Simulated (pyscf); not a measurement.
Addition across a multiple bond or ene-type step: H₂C=CH–F + hydrogen fluoride (HF) → F–CH₂–CH₂–F

Gas phase, singlet surface, charge 0. Bonds broken: F3–H5. Bonds formed: C1–F3, C2–H5. PySCF, gas phase, ωB97X-D3(BJ)/def2-SVP geometries. MP2 and CC: frozen core, UHF for open shells. ΔMP2 is the change of the MP2 total energy from the triple- to the quadruple-zeta basis.

Transition state (Å):

```xyz
8

C      0.0835     0.4436    -0.5811
C     -1.2140     0.6882    -1.0558
F     -0.4624    -1.0393     0.4280
F     -1.9067     1.7247    -0.5031
H     -1.2858    -0.4410    -0.2945
H      0.4845     1.0210     0.2563
H      0.7891    -0.1368    -1.1787
H     -1.4687     0.5139    -2.1080
```

One imaginary mode, 1984i cm⁻¹; descent along it reached the two sides named.

| bond | change | reactant side (Å) | saddle | product side |
|---|---|---|---|---|
| F3–H5 | breaks | 0.927 | 1.248 | 2.575 |
| C1–F3 | forms | 3.0 | 1.875 | 1.376 |
| C2–H5 | forms | 2.458 | 1.364 | 1.104 |

Electronic energies relative to the separated reactants (kcal/mol):

```csv
level,barrier,reaction energy,reverse barrier
ωB97X-D3(BJ)/def2-TZVP,51.9,-16.4,68.3
PBE/def2-TZVP,43.6,-12.9,56.5
r²SCAN/def2-TZVP,47.1,-14.8,61.9
B3LYP-D3(BJ)/def2-TZVP,50.7,-13.1,63.8
PBE0-D3(BJ)/def2-TZVP,49.3,-16.0,65.3
M06-2X/def2-TZVP,55.5,-14.7,70.2
ωB97M-D3(BJ)/def2-TZVP,52.1,-13.4,65.5
HF/def2-TZVP,70.7,-14.7,85.4
MP2/def2-QZVPP,57.3,-10.3,67.5
CCSD/def2-TZVPP,61.0,-11.9,72.9
CCSD(T)/def2-TZVPP,57.7,-11.1,68.8
CCSD(T)/def2-TZVPP + ΔMP2(QZVPP),57.4,-10.6,68.0
```

With CCSD(T)/def2-TZVPP + ΔMP2(QZVPP) energies and thermal terms (ideal gas, 1 atm, RRHO with modes under 100 cm⁻¹ raised to 100, one conformer, R ln 2 for rigid chiral ones), in kcal/mol:

```csv
T (K),ΔH‡,ΔG‡,ΔH,ΔG
298,55.6,65.3,-7.0,+3.3
600,55.3,75.2,-7.7,+14.1
900,55.6,85.2,-7.7,+25.1
1200,56.1,95.0,-7.1,+35.9
```

The same reactants have a lower exit, to H₃C–CH(F)–F (barrier +39.4 kcal/mol at ωB97M-D3(BJ), against +52.1 kcal/mol here). F–CH₂–CH₂–F lies 13.9 kcal/mol over its isomer H₃C–CH(F)–F, and others may lie lower still (electronic energy, ωB97M-D3(BJ)). One saddle was located; it need not be the lowest between these sides. The CCSD(T) − MP2 part came from Ansatz, without density fitting, on the same reference.
